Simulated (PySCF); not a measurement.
Atoms are numbered as in `[CH3:1][CH2:2][CH3:3]`. Each H is labelled by its parent atom.

GIAO shifts from PySCF on PBE0-D3(BJ)/def2-SVP geometries (one conformer, non-relativistic, equivalent nuclei averaged), against TMS at the same level and in the same medium; PCM means IEF-PCM chloroform.

Measured (solution, CDCl3, 298 K; Fulmer et al., Organometallics 2010, 29, 2176): C1/C3 16.6, C2 16.4, H(C2) 1.32, H(C1)/H(C3) 0.90 ppm.

Q: Which unscaled values do PBE/pcSseg-2, gas; PBE0/pcSseg-1, PCM; WP04/pcSseg-1, PCM; wB97X-D/pcSseg-1, PCM give, and how close are they?

A: 
```tsv
atoms	measured	PBE/pcSseg-2, gas	PBE0/pcSseg-1, PCM	WP04/pcSseg-1, PCM	wB97X-D/pcSseg-1, PCM
C1/C3	16.6	19.2	18.3	19.4	18.2
C2	16.4	22.4	19.9	22.7	19.2
H(C2)	1.32	1.44	1.26	1.21	1.21
H(C1)/H(C3)	0.90	0.95	0.94	0.92	0.94
```

Mean absolute error for ¹³C: PBE/pcSseg-2, gas 4.3, PBE0/pcSseg-1, PCM 2.6, WP04/pcSseg-1, PCM 4.5, wB97X-D/pcSseg-1, PCM 2.2 ppm.

Mean absolute error for ¹H: PBE/pcSseg-2, gas 0.08, PBE0/pcSseg-1, PCM 0.05, WP04/pcSseg-1, PCM 0.07, wB97X-D/pcSseg-1, PCM 0.08 ppm.
